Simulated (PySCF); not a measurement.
**Cl2 (chlorine): wB97M-V/cc-pVDZ (nlc grid 1)**

What is the vertical singlet–triplet gap of Cl2 (chlorine) at wB97M-V/cc-pVDZ (nlc grid 1)? 

Program for the calculation: PySCF 2.14.0.

### 1 The molecule

Cl2: 2 atoms, total charge 0, spin state singlet. SMILES: `ClCl`. Geometry: relaxed at GFN2-xTB.

Bond lengths: Cl1–Cl2 2.016 Å.

### 2 A single-point energy at wB97M-V/cc-pVDZ (nlc grid 1)

File job.py:

```python
from pyscf import gto, dft

mol = gto.Mole()
mol.atom = 'Cl 0.859850 -0.286310 0.440860; Cl -0.859850 0.286310 -0.440860'
mol.max_memory = 1860
mol.charge = 0
mol.verbose = 4
mol.basis = 'cc-pvdz'
mol.build()

mf = dft.RKS(mol, xc='wb97m-v')
mf.grids.level = 4
mf.conv_tol = 1e-10
mf.nlcgrids.level = 1
mf.kernel()
if not mf.converged:
    mf = mf.newton().run(mf.mo_coeff, mf.mo_occ)

energy = mf.e_tot
print('Final energy', energy)
```

Run with:

```sh
$ OMP_NUM_THREADS=1 python job.py
```

The program printed:

```text
PySCF version 2.14.0

[INPUT] num. atoms = 2
[INPUT] num. electrons = 34
[INPUT] charge = 0
[INPUT] spin (= nelec alpha-beta = 2S) = 0
[INPUT] symmetry False subgroup None
[INPUT] Mole.unit = angstrom
[INPUT] Symbol           X                Y                Z      unit          X                Y                Z       unit  Magmom
[INPUT]  1 Cl     0.859850000000  -0.286310000000   0.440860000000 AA    1.624881008207  -0.541047486724   0.833104659276 Bohr   0.0
[INPUT]  2 Cl    -0.859850000000   0.286310000000  -0.440860000000 AA   -1.624881008207   0.541047486724  -0.833104659276 Bohr   0.0

nuclear repulsion = 75.8738341510311
number of shells = 10
number of NR pGTOs = 82
number of NR cGTOs = 36
basis = cc-pvdz
ecp = {}

******** <class 'pyscf.dft.rks.RKS'> ********
method = RKS
initial guess = minao
damping factor = 0
level_shift factor = 0
DIIS = <class 'pyscf.scf.diis.CDIIS'>
diis_start_cycle = 1
diis_space = 8
diis_damp = 0
SCF conv_tol = 1e-10
SCF conv_tol_grad = None
SCF max_cycles = 50
direct_scf = True
direct_scf_tol = 1e-13
XC library pyscf.dft.libxc version 7.0.0
    S. Lehtola, C. Steigemann, M. J.T. Oliveira, and M. A.L. Marques.,  SoftwareX 7, 1–5 (2018)
XC functionals = wb97m-v
radial grids:
    Treutler-Ahlrichs [JCP 102, 346 (1995); DOI:10.1063/1.469408] (M4) radial grids

becke partition: Becke, JCP 88, 2547 (1988); DOI:10.1063/1.454033
pruning grids: <function nwchem_prune>
grids dens level: 4
symmetrized grids: False
atomic radii adjust function: <function treutler_atomic_radii_adjust>
** Following is NLC and NLC Grids **
NLC functional = wb97m-v
radial grids:
    Treutler-Ahlrichs [JCP 102, 346 (1995); DOI:10.1063/1.469408] (M4) radial grids

becke partition: Becke, JCP 88, 2547 (1988); DOI:10.1063/1.454033
pruning grids: <function nwchem_prune>
grids dens level: 1
symmetrized grids: False
atomic radii adjust function: <function treutler_atomic_radii_adjust>
small_rho_cutoff = 0
Set gradient conv threshold to 1e-05
Initial guess from minao.
tot grids = 57384
tot grids = 12632
init E= -920.399106884496
  HOMO = -0.35129579175213  LUMO = -0.152974449524242  gap/eV = 5.39660
cycle= 1 E= -920.309766124386  delta_E= 0.0893  |g|= 0.206  |ddm|= 1.33
  HOMO = -0.416167667588499  LUMO = -0.0527370303257257  gap/eV = 9.88945
cycle= 2 E= -920.318663374661  delta_E= -0.0089  |g|= 0.113  |ddm|= 0.211
  HOMO = -0.401297010772967  LUMO = -0.0334354304712017  gap/eV = 10.01002
cycle= 3 E= -920.321945773484  delta_E= -0.00328  |g|= 0.00753  |ddm|= 0.08
  HOMO = -0.403357409621356  LUMO = -0.0348298916219185  gap/eV = 10.02814
cycle= 4 E= -920.321968913612  delta_E= -2.31e-05  |g|= 0.00129  |ddm|= 0.00895
  HOMO = -0.402910553334023  LUMO = -0.0343582600171282  gap/eV = 10.02882
cycle= 5 E= -920.321969547918  delta_E= -6.34e-07  |g|= 0.000264  |ddm|= 0.0021
  HOMO = -0.402979621493064  LUMO = -0.034454947649412  gap/eV = 10.02807
cycle= 6 E= -920.321969578805  delta_E= -3.09e-08  |g|= 2.38e-05  |ddm|= 0.000362
  HOMO = -0.402973183573536  LUMO = -0.0344493777678869  gap/eV = 10.02804
cycle= 7 E= -920.321969579054  delta_E= -2.49e-10  |g|= 2.33e-06  |ddm|= 3.34e-05
  HOMO = -0.402973574827087  LUMO = -0.0344500141874646  gap/eV = 10.02804
cycle= 8 E= -920.321969579058  delta_E= -4.09e-12  |g|= 1.71e-07  |ddm|= 3.97e-06
  HOMO = -0.402973534618579  LUMO = -0.0344499767872855  gap/eV = 10.02804
Extra cycle  E= -920.321969579059  delta_E= -4.55e-13  |g|= 4.71e-08  |ddm|= 2.29e-07
converged SCF energy = -920.321969579059
Final energy -920.3219695790585
```

It took 8.4 s on 1 thread of Arm Neoverse V1, shared host; peak memory 0.21 GiB.

### 3 The triplet

File calc.py:

```python
from pyscf import gto, dft

mol = gto.M(
    atom='''
Cl   0.859850  -0.286310   0.440860
Cl  -0.859850   0.286310  -0.440860
''',
    basis='cc-pvdz',
    spin=2,
    verbose=4,
    max_memory=1860,
)

mf = dft.UKS(mol, xc='wb97m-v')
mf.conv_tol = 1e-10
mf.nlcgrids.level = 1
mf.grids.level = 4
mf.kernel()
if not mf.converged:
    mf = mf.newton().run(mf.mo_coeff, mf.mo_occ)

e_final = mf.e_tot
print(f'total energy: {e_final:.8f} hartree')
```

Run with:

```sh
$ OMP_NUM_THREADS=1 python calc.py
```

The program printed:

```text
PySCF version 2.14.0

[INPUT] num. atoms = 2
[INPUT] num. electrons = 34
[INPUT] charge = 0
[INPUT] spin (= nelec alpha-beta = 2S) = 2
[INPUT] symmetry False subgroup None
[INPUT] Mole.unit = angstrom
[INPUT] Symbol           X                Y                Z      unit          X                Y                Z       unit  Magmom
[INPUT]  1 Cl     0.859850000000  -0.286310000000   0.440860000000 AA    1.624881008207  -0.541047486724   0.833104659276 Bohr   0.0
[INPUT]  2 Cl    -0.859850000000   0.286310000000  -0.440860000000 AA   -1.624881008207   0.541047486724  -0.833104659276 Bohr   0.0

nuclear repulsion = 75.8738341510311
number of shells = 10
number of NR pGTOs = 82
number of NR cGTOs = 36
basis = cc-pvdz
ecp = {}

******** <class 'pyscf.dft.uks.UKS'> ********
method = UKS
initial guess = minao
damping factor = 0
level_shift factor = 0
DIIS = <class 'pyscf.scf.diis.CDIIS'>
diis_start_cycle = 1
diis_space = 8
diis_damp = 0
SCF conv_tol = 1e-10
SCF conv_tol_grad = None
SCF max_cycles = 50
direct_scf = True
direct_scf_tol = 1e-13
number electrons alpha = 18  beta = 16
XC library pyscf.dft.libxc version 7.0.0
    S. Lehtola, C. Steigemann, M. J.T. Oliveira, and M. A.L. Marques.,  SoftwareX 7, 1–5 (2018)
XC functionals = wb97m-v
radial grids:
    Treutler-Ahlrichs [JCP 102, 346 (1995); DOI:10.1063/1.469408] (M4) radial grids

becke partition: Becke, JCP 88, 2547 (1988); DOI:10.1063/1.454033
pruning grids: <function nwchem_prune>
grids dens level: 4
symmetrized grids: False
atomic radii adjust function: <function treutler_atomic_radii_adjust>
** Following is NLC and NLC Grids **
NLC functional = wb97m-v
radial grids:
    Treutler-Ahlrichs [JCP 102, 346 (1995); DOI:10.1063/1.469408] (M4) radial grids

becke partition: Becke, JCP 88, 2547 (1988); DOI:10.1063/1.454033
pruning grids: <function nwchem_prune>
grids dens level: 1
symmetrized grids: False
atomic radii adjust function: <function treutler_atomic_radii_adjust>
small_rho_cutoff = 0
Set gradient conv threshold to 1e-05
tot grids = 57384
tot grids = 12632
init E= -920.399106884496
[... the frontier-level lines of each cycle are left out ...]



cycle= 1 E= -920.204408744469  delta_E= 0.195  |g|= 0.104  |ddm|= 1.32
cycle= 2 E= -920.210460735107  delta_E= -0.00605  |g|= 0.0504  |ddm|= 0.139
cycle= 3 E= -920.21177466659  delta_E= -0.00131  |g|= 0.00766  |ddm|= 0.0465
cycle= 4 E= -920.211831593348  delta_E= -5.69e-05  |g|= 0.00159  |ddm|= 0.0142
cycle= 5 E= -920.21183360517  delta_E= -2.01e-06  |g|= 0.000325  |ddm|= 0.00273
cycle= 6 E= -920.211833723394  delta_E= -1.18e-07  |g|= 4.72e-05  |ddm|= 0.00062
cycle= 7 E= -920.21183372598  delta_E= -2.59e-09  |g|= 5.17e-06  |ddm|= 9.97e-05
cycle= 8 E= -920.211833726012  delta_E= -3.27e-11  |g|= 7.79e-07  |ddm|= 1.07e-05
Extra cycle  E= -920.211833726013  delta_E= -9.09e-13  |g|= 2.78e-07  |ddm|= 1.76e-06
converged SCF energy = -920.211833726013  <S^2> = 2.0034464  2S+1 = 3.0022967
total energy: -920.21183373 hartree
```

Run time: 10 s. Hardware: 1 thread of Arm Neoverse V1, shared host; peak memory 0.23 GiB.

### 4 What came out

At wB97M-V/cc-pVDZ (nlc grid 1):

```
                                        quantity          value
                           singlet: total energy  -920.32197 Eh
                          singlet: dipole moment         0.00 D
                            singlet: HOMO energy      -10.97 eV
                            singlet: LUMO energy       -0.94 eV
                          singlet: HOMO–LUMO gap       10.03 eV
                           triplet: total energy  -920.21183 Eh
                          triplet: dipole moment         0.00 D
     triplet: HOMO energy (highest over α and β)       -7.96 eV
      triplet: LUMO energy (lowest over α and β)       -3.91 eV
                                   triplet: ⟨S²⟩          2.003
vertical energy of the triplet above the singlet       2.997 eV
```

**Reading.** At this shape the triplet lies 3.00 eV (289 kJ/mol) above the singlet.
